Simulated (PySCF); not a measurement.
Run record: geometry optimisation, `O=C` (formaldehyde).

Method: B3LYP/6-31+G* geometry optimisation, gas phase (PySCF 2.14.0). Start geometry: GFN2-xTB. A driver script takes a list of jobs; this job's settings line and coordinates (Å) are shown.

Input:
```
{"job": {"xc": "B3LYP", "basis": "6-31+G*", "grid": 1, "kind": "geom"}, "charge": 0, "multiplicity": 1}
C      0.003175     0.001019    -0.005928
O      1.176539    -0.209213    -0.014559
H     -0.748437    -0.806190     0.003826
H     -0.421043     1.019157    -0.006192
```

Output:
```
step   0  E = -114.50648400  max force = 0.029477
step   1  E = -114.50709550  max force = 0.002249
step   2  E = -114.50709737  max force = 0.000772
step   3  E = -114.50709873  max force = 0.000573
step   4  E = -114.50709956  max force = 0.000064
optimisation converged
```

Energies in Eh; «max force» is the largest Cartesian gradient component in Eh/bohr.

How much energy does the optimisation release, in kcal/mol?

E(step 0) − E(last step) = 0.000616 Eh, which is 0.4 kcal/mol.

In short: final energy -114.50710 Eh after 4 steps; dipole 2.52 D.

Where do the atoms end?

0.012 Å rms from the input after alignment:
```
atom  x, y, z in Å
C1     0.0316   -0.0056   -0.0209
O2     1.2218   -0.2211   -0.0300
H3    -0.7119   -0.8278   -0.0111
H4    -0.3769    1.0250   -0.0213
```

How long does this job take on Arm Neoverse V2, one thread, shared host? And the peak memory of the process?

About 1.5 s, with 0.23 GiB resident at the peak, the Python interpreter and its libraries included.
Labels such as C1 count atoms from 1, the log's own numbers from 0.
